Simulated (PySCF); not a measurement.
Problem. Write Cartesian coordinates for `CC(C)(NC)C` as optimised with GFN2-xTB.

Solution. 
```
atom  x, y, z in Å
C1     2.026   -0.651   -0.062
N2     0.842   -0.473    0.752
C3    -0.357    0.060    0.106
C4    -0.162    1.473   -0.470
C5    -0.807   -0.893   -1.004
C6    -1.437    0.106    1.194
H7     2.393    0.267   -0.544
H8     2.819   -1.037    0.579
H9     1.826   -1.392   -0.834
H10    1.067    0.114    1.549
H11    0.555    1.465   -1.289
H12   -1.106    1.855   -0.850
H13    0.200    2.152    0.302
H14   -0.826   -1.913   -0.629
H15   -1.805   -0.624   -1.340
H16   -0.139   -0.846   -1.860
H17   -2.388    0.423    0.775
H18   -1.555   -0.880    1.635
H19   -1.157    0.803    1.981
```

Orientation and origin are arbitrary. Atoms count from 1 in this order. N2 (secondary amine nitrogen) is pyramidal (angles 117.9°, 109.3° and 108.5°, sum 335.7°, 0.37 Å off the plane of its three neighbours). Of the pairs four or more bonds apart, C5···H9 is among the closest relative to their van der Waals radii: 2.69 Å, 93 % of the sum of Bondi's values.

Bonds between heavy atoms (Å): C1–N2 1.448, N2–C3 1.462, C3–C4 1.539, C3–C5 1.531, C3–C6 1.533.

Computed geometry: GFN2-xTB, gas phase.

Stationary, but not proved a minimum.
